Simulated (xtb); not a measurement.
xtb input:

```bash
xtb mol.xyz --gfn 1 --opt tight --chrg 0 --uhf 0
```
mol.xyz:
```
2

Cl    -0.00000000    -0.00000000    -0.07122178
H      0.00000000     0.00000000     1.21077034
```

### Question
Which total energy does the run end on?

### Answer
-4.78653 Eh (GFN1-xTB).
